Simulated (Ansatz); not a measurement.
# H2N: the cost of one run

Method: the levels named in each step, in Ansatz 0.2.0.

## Step 1: Starting point

Bond lengths: N1–H2 1.012 Å, N1–H3 1.012 Å. Angles: H2–N1–H3 111.4°.

Structure file:

```xyz
3

N     0.0004    0.0717   -0.0006
H    -0.8385   -0.4941   -0.0012
H     0.8332   -0.5028    0.0091
```

## Step 2: A rough first relaxation, PBE-D4/def2-SVP

This run stands in another session on the same molecule. It ended at:

```xyz
3

N     0.0007    0.1403   -0.0011
H    -0.8051   -0.5285   -0.0007
H     0.7994   -0.5369    0.0092
```

## Step 3: Relaxation, PBE0-D4/def2-TZVPP

This run stands in another session on the same molecule. It ended at:

```xyz
3

N     0.0006    0.1179   -0.0009
H    -0.8049   -0.5173   -0.0008
H     0.7994   -0.5257    0.0091
```

## Step 4: Frequencies, PBE0-D4/def2-TZVPP

File input.yaml:

```yaml
crystal:
  periodic: [false, false, false]
  atoms:
    - { symbol: "N", position_ang: [0.00062399, 0.11791002, -0.0009364] }
    - { symbol: H, position_ang: [-0.80492208, -0.51734123, -0.00078995] }
    - { symbol: H, position_ang: [0.79940809, -0.52573878, 0.00906635] }
magnetization:
  spin_polarized: true
  initial_magnetization: 1
basis:
  gaussian: { orbitals: def2-TZVPP }
hamiltonian:
  xc: pbe0
  dispersion: d4
phonons: {}
```

On the command line:

```bash
$ ansatz run input.yaml --threads 2 --pin off --max-ram 5120MiB --backend cpu --events-out ev --progress --plain --runs-dir out
```

Q: Estimate wall time and peak memory on 2 threads of Intel Xeon at 2.50GHz (Skylake/Cascade Lake), shared host.

About 7.4 s, with a peak of 0.1 GiB.
